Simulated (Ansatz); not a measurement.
A nudged elastic band was laid between two geometries of AlH8NSi (11 atoms, charge 0, multiplicity 1).

Method: Ansatz, RKS BLYP/6-31G*.

```
movable images  : 5
climbing image  : yes
spring          : 5.0 eV/Å²
optimiser       : quadratic models (default)
start path      : straight line
force threshold : 0.05 eV/Å
iteration limit : 60
end points      : relaxed
```

Initial state:

```xyz
11
Properties=species:S:1:pos:R:3
Al 0.103 -0.235 -0.019
H -0.207 1.068 0.880
H 1.650 -0.557 -0.346
H -0.989 -0.663 -1.125
N -0.263 -1.746 1.434
H -0.858 -2.452 0.979
Si 1.255 -2.495 2.123
H 1.873 -3.282 1.024
H 2.112 -1.383 2.609
H 0.890 -3.398 3.261
H -0.843 -1.307 2.162
```

Final state:

```xyz
11
Properties=species:S:1:pos:R:3
Al 0.511 -0.571 -0.371
H -2.017 0.632 2.969
H 1.850 0.280 -0.248
H -0.719 -0.210 -1.319
N 0.344 -2.067 0.640
H -0.539 -2.578 0.518
Si 1.469 -2.828 1.758
H 1.907 -4.188 1.298
H 2.670 -1.944 1.856
H 0.879 -3.003 3.127
H -1.630 0.027 2.755
```

Problem. What changes between the two ends?

Solution. Bonds broken: Al1–H2, N5–H11. Bonds formed: H2–H11. AlH8NSi becomes AlH6NSi + H2.

Problem. Give the energies along the band, and the barrier.

Solution. The forces met the threshold. The highest image is number 2 of 0 to 6, 1.14 eV above the first end and 1.05 eV above the last; the last end lies 0.09 eV above the first. Another band between the same ends (5 images) ends at a top of the same energy, where a vibrational analysis finds 1 clearly imaginary mode. The orbitals stay closed-shell, which can raise the energy where a bond breaks towards radicals; this wasn't checked here.

```
image  path coordinate (Å)  energy (eV)  Al1–H2 (Å)  N5–H11 (Å)  H2–H11 (Å)
    0                 0.00         0.00        1.61        1.03        2.77
    1                 0.91         0.13        1.63        1.03        2.11
    2                 1.82         1.14        1.81        1.40        1.03
    3                 2.79         0.29        2.54        2.34        0.76
    4                 3.77         0.13        3.22        3.05        0.75
    5                 4.74         0.10        3.79        3.54        0.75
    6                 5.72         0.09        4.36        3.57        0.75
```

Problem. What is the geometry of the highest image?

Solution. 
```xyz
11
Properties=species:S:1:pos:R:3
Al 0.054 -0.393 -0.083
H -0.550 0.429 1.417
H 1.533 0.123 -0.367
H -1.144 -0.416 -1.133
N -0.060 -1.844 1.245
H -0.915 -2.410 1.156
Si 1.268 -2.676 2.080
H 2.002 -3.635 1.192
H 2.225 -1.628 2.547
H 0.742 -3.440 3.255
H -0.431 -0.561 1.674
```

The run took 4.2 min on 1 thread of Arm Neoverse V2, on a shared host, peak memory 0.11 GiB.
